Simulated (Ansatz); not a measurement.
Basis-set extrapolation for `OC(O)(F)CF` (PBE0-D4/def2-TZVP geometry, frozen core, Ansatz 0.2.0). Multiplicity 1, RHF reference.

|  | def2-TZVPP | def2-QZVPP |
| --- | --- | --- |
| HF | -426.866357 | -426.885204 |
| MP2 correlation | -1.303449 | -1.413637 |
| CCSD(T) correlation | -1.367056 | not run |

Energies in hartree. Use E(X) = E(∞) + A·exp(−7.88·√X) for Hartree–Fock and E(X) = E(∞) + B·X^(−2.97) for correlation, with X = 3 and 4, and add CCSD(T) minus MP2 of the smaller set to the MP2 limit.

Q: What is the CCSD(T) energy at the basis-set limit?

A: HF limit: -426.885204 + (-0.018847) × 0.13774 = -426.88780. MP2 limit: -1.413637 + (-0.110188) × 0.74074 = -1.49526. Higher-order term: -1.367056 − (-1.303449) = -0.06361. Total: -428.44667 hartree, 5.80 eV below CCSD(T)/def2-TZVPP.
